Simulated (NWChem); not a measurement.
System: diphosphorus (P2); SMILES P#P

Excerpt of the output:

```
             Northwest Computational Chemistry Package (NWChem) 7.3.0
             --------------------------------------------------------

 ORDER OF PRIMARY AXIS IS BEING SET TO 4
 D4H symmetry detected

                             Geometry "geometry" -> ""
                             -------------------------

 Output coordinates in angstroms (scale by  1.889725989 to convert to a.u.)

  No.       Tag          Charge          X              Y              Z
 ---- ---------------- ---------- -------------- -------------- --------------
    1 P                   15.0000     0.00000000     0.00000000     0.94554400
    2 P                   15.0000     0.00000000     0.00000000    -0.94554400

 Effective nuclear repulsion energy (a.u.)      62.9610473045

      Symmetry information
      --------------------

 Group name             D4h
 Group number             28
 Group order              16
 No. of unique centers     1

  pbe96 is a nonlocal functional; adding pw91lda local functional.

                                 NWChem DFT Module
                                 -----------------

 Summary of "ao basis" -> "ao basis" (spherical)
 ------------------------------------------------------------------------------
       Tag                 Description            Shells   Functions and Types
 ---------------- ------------------------------  ------  ---------------------
 P                           6-31g*                  8       18   4s3p1d

      Symmetry analysis of basis
      --------------------------

        a1g         8
        a1u         0
        a2g         0
        a2u         8
        b1g         1
        b1u         1
        b2g         1
        b2u         1
        eg          8
        eu          8

            General Information
            -------------------
          SCF calculation type: DFT
          Wavefunction type:  closed shell.
          No. of atoms     :     2
          No. of electrons :    30
           Alpha electrons :    15
            Beta electrons :    15
          Charge           :     0
          Spin multiplicity:     1
          Use of symmetry is: on ; symmetry adaption is: on
          Maximum number of iterations: 150
          AO basis - number of functions:    36
                     number of shells:    16
          Convergence on energy requested:  1.00D-06
          Convergence on density requested:  1.00D-05
          Convergence on gradient requested:  5.00D-04

              XC Information
              --------------
          PerdewBurkeErnzerhof Exchange Functional  1.000
            Perdew 1991 LDA Correlation Functional  1.000 local
           PerdewBurkeErnz. Correlation Functional  1.000 non-local

             Grid Information
             ----------------
          Grid used for XC integration:  medium
          Radial quadrature: Mura-Knowles
          Angular quadrature: Lebedev.
          Tag              B.-S. Rad. Rad. Pts. Rad. Cut. Ang. Pts.
          ---              ---------- --------- --------- ---------
          P                   1.00       88           8.0       590
          Grid pruning is: on
          Number of quadrature shells:    88
          Spatial weights used:  Erf1

      Superposition of Atomic Density Guess
      -------------------------------------

 Sum of atomic energies:        -681.26025373

      Non-variational initial energy
      ------------------------------

 Total energy =    -681.501727
 1-e energy   =   -1068.084980
 2-e energy   =     323.622205
 HOMO         =      -0.289953
 LUMO         =      -0.062915

      Symmetry analysis of molecular orbitals - initial
      -------------------------------------------------

 !! scf_movecs_sym_adapt:    4 vectors were symmetry contaminated

  Symmetry fudging

 !! scf_movecs_sym_adapt:    4 vectors were symmetry contaminated

  Numbering of irreducible representations:

     1 a1g         2 a1u         3 a2g         4 a2u         5 b1g
     6 b1u         7 b2g         8 b2u         9 eg         10 eu

  Orbital symmetries:

     1 a2u         2 a1g         3 a1g         4 a2u         5 a1g
     6 a2u         7 eu          8 eu          9 eg         10 eg
    11 a1g        12 a2u        13 eu         14 eu         15 a1g
    16 eg         17 eg         18 a2u        19 a1g        20 a1g
    21 eu         22 eu         23 a2u        24 eg         25 eg

   convergence    iter        energy       DeltaE   RMS-Dens  Diis-err
 ---------------- ----- ----------------- --------- --------- ---------
 d= 0,ls=0.0,diis     1   -682.3255265497 -7.45D+02  1.30D-02  1.30D-01
 d= 0,ls=0.0,diis     2   -682.3352491034 -9.72D-03  6.82D-03  1.19D-02
 d= 0,ls=0.0,diis     3   -682.3368842825 -1.64D-03  2.35D-03  5.75D-03
 d= 0,ls=0.0,diis     4   -682.3380092929 -1.13D-03  2.78D-04  2.98D-05
 d= 0,ls=0.0,diis     5   -682.3380151387 -5.85D-06  9.38D-06  4.77D-08
 d= 0,ls=0.0,diis     6   -682.3380151450 -6.37D-09  1.74D-07  1.14D-11

         Total DFT energy =     -682.338015145037
      One electron energy =    -1069.090370624083
           Coulomb energy =      369.907071895795
    Exchange-Corr. energy =      -46.115763721227
 Nuclear repulsion energy =       62.961047304479

 Numeric. integr. density =       30.000000224953

                  Occupations of the irreducible representations
                  ----------------------------------------------

                     irrep           alpha         beta
                     --------     --------     --------
                     a1g               5.0          5.0
                     a1u               0.0          0.0
                     a2g               0.0          0.0
                     a2u               4.0          4.0
                     b1g               0.0          0.0
                     b1u               0.0          0.0
                     b2g               0.0          0.0
                     b2u               0.0          0.0
                     eg                2.0          2.0
                     eu                4.0          4.0

                       DFT Final Molecular Orbital Analysis
                       ------------------------------------

 Vector   13  Occ=2.000000D+00  E=-2.632802D-01  Symmetry=a1g
              MO Center= -1.6D-14, -3.6D-14,  4.5D-16, r^2= 3.1D+00
   Bfn.  Coefficient  Atom+Function         Bfn.  Coefficient  Atom+Function
  ----- ------------  ---------------      ----- ------------  ---------------
     9      0.495060  1 P  pz                27     -0.495060  2 P  pz
    10      0.246538  1 P  s                 28      0.246538  2 P  s
     5     -0.194425  1 P  pz                23      0.194425  2 P  pz
    13      0.178330  1 P  pz                31     -0.178330  2 P  pz
     6      0.118433  1 P  s                 24      0.118433  2 P  s

 Vector   14  Occ=2.000000D+00  E=-2.629609D-01  Symmetry=eu
              MO Center=  2.7D-14,  1.5D-14,  5.7D-18, r^2= 2.3D+00
   Bfn.  Coefficient  Atom+Function         Bfn.  Coefficient  Atom+Function
  ----- ------------  ---------------      ----- ------------  ---------------
     7      0.402602  1 P  px                25      0.402602  2 P  px
     8      0.225264  1 P  py                26      0.225264  2 P  py
    11      0.201514  1 P  px                29      0.201514  2 P  px
     3     -0.154503  1 P  px                21     -0.154503  2 P  px
    12      0.112751  1 P  py                30      0.112751  2 P  py

 Vector   15  Occ=2.000000D+00  E=-2.629609D-01  Symmetry=eu
              MO Center= -1.2D-14,  2.1D-14,  1.2D-14, r^2= 2.3D+00
   Bfn.  Coefficient  Atom+Function         Bfn.  Coefficient  Atom+Function
  ----- ------------  ---------------      ----- ------------  ---------------
     8      0.402602  1 P  py                26      0.402602  2 P  py
     7     -0.225264  1 P  px                25     -0.225264  2 P  px
    12      0.201514  1 P  py                30      0.201514  2 P  py
     4     -0.154503  1 P  py                22     -0.154503  2 P  py
    11     -0.112751  1 P  px                29     -0.112751  2 P  px

 Vector   16  Occ=0.000000D+00  E=-1.231636D-01  Symmetry=eg
              MO Center= -2.8D-16, -2.9D-14, -3.1D-15, r^2= 3.2D+00
   Bfn.  Coefficient  Atom+Function         Bfn.  Coefficient  Atom+Function
  ----- ------------  ---------------      ----- ------------  ---------------
     7      0.500209  1 P  px                25     -0.500209  2 P  px
    11      0.468152  1 P  px                29     -0.468152  2 P  px
     3     -0.182931  1 P  px                21      0.182931  2 P  px
     8     -0.044436  1 P  py                26      0.044436  2 P  py
    17     -0.043179  1 P  d  1              35     -0.043179  2 P  d  1

 Vector   17  Occ=0.000000D+00  E=-1.231636D-01  Symmetry=eg
              MO Center=  8.2D-17, -7.2D-17, -8.9D-15, r^2= 3.2D+00
   Bfn.  Coefficient  Atom+Function         Bfn.  Coefficient  Atom+Function
  ----- ------------  ---------------      ----- ------------  ---------------
     8      0.500209  1 P  py                26     -0.500209  2 P  py
    12      0.468152  1 P  py                30     -0.468152  2 P  py
     4     -0.182931  1 P  py                22      0.182931  2 P  py
     7      0.044436  1 P  px                25     -0.044436  2 P  px
    15      0.043179  1 P  d -1              33      0.043179  2 P  d -1

[...]

                         DFT ENERGY GRADIENTS

    atom               coordinates                        gradient
                 x          y          z           x          y          z
   1 P       0.000000   0.000000   1.786819    0.000000   0.000000  -0.020148
   2 P       0.000000   0.000000  -1.786819    0.000000  -0.000000   0.020148
```

Level: PBE/6-31G* (spherical d). The geometry was optimised at PBE0/def2-SVP.

Task: Which NWChem input produces such a log?

Result: One answer among several that fit: the input that was run:
```
start job
memory heap 200 mb stack 900 mb global 1100 mb
geometry units angstroms noautoz
  P      0.000000     0.000000     0.945544
  P      0.000000     0.000000    -0.945544
end
basis spherical
  * library 6-31g*
end
dft
  xc xpbe96 cpbe96
  iterations 150
end
task dft gradient
```
